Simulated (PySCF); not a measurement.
C₂H₃F.

```xyz
6

C      0.1987    -1.1771     0.0000
C     -0.4335    -0.0213     0.0000
F      0.2233     1.1553     0.0000
H      1.2783    -1.2323     0.0000
H     -0.3725    -2.0935     0.0000
H     -1.5067     0.1184     0.0000
```
Charge 0, spin multiplicity 1.

The structure is a stationary point at B3LYP-D3(BJ)/def2-TZVP.

All values below come from KT2/pcSseg-2 run with PySCF. Non-relativistic, no solvent.

Computed absolute GIAO shielding of each atom: isotropic value and principal components (ppm):
```tsv
atom	σ(iso)	σ11	σ22	σ33	span
C1	91.5	-8.1	121.2	161.4	169.5
C2	22.5	-71.5	65.4	73.6	145.0
F3	264.3	155.2	273.5	364.3	209.1
H4	26.7	24.1	26.1	29.8	5.7
H5	27.1	25.4	26.5	29.3	3.9
H6	24.5	22.2	24.4	26.8	4.5
```
